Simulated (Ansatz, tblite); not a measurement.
Forces on Me2S2 (C₂H₆S₂) at its PBE-D4/def2-SVP geometry. Total charge 0; singlet.

The xTB rows come from tblite.

GFN1-xTB (tblite), largest force 0.67 eV/Å:

```xyz
10
positions Å, forces eV/Å
C     1.318   -0.896    1.026    0.177   -0.021    0.265
S     0.249   -1.528   -0.319    0.061    0.622   -0.141
S     0.072    0.114   -1.575   -0.127   -0.327    0.534
C    -1.346    1.022   -0.857   -0.224    0.227    0.011
H     1.488   -1.753    1.709   -0.098    0.500   -0.428
H     2.290   -0.548    0.626   -0.537   -0.147    0.244
H     0.823   -0.081    1.590    0.291   -0.424   -0.353
H    -2.253    0.386   -0.840    0.488    0.359    0.040
H    -1.119    1.391    0.162   -0.138   -0.253   -0.553
H    -1.521    1.892   -1.523    0.107   -0.536    0.382
```

GFN2-xTB (tblite), largest force 0.74 eV/Å:

```
C 0.379 0.036 0.524
S 0.051 0.687 -0.178
S -0.120 -0.381 0.588
C -0.484 0.422 0.090
H -0.135 0.534 -0.489
H -0.633 -0.212 0.145
H 0.218 -0.487 -0.438
H 0.612 0.301 -0.027
H -0.040 -0.304 -0.619
H 0.150 -0.598 0.405
```

r2SCAN-D4/def2-TZVP (Ansatz), largest force 0.67 eV/Å:

```
C 0.178 0.064 0.244
S 0.162 0.632 -0.136
S -0.227 -0.342 0.523
C -0.234 0.182 0.087
H -0.088 0.401 -0.336
H -0.513 -0.187 0.171
H 0.223 -0.419 -0.316
H 0.487 0.299 -0.023
H -0.081 -0.209 -0.524
H 0.094 -0.421 0.310
```
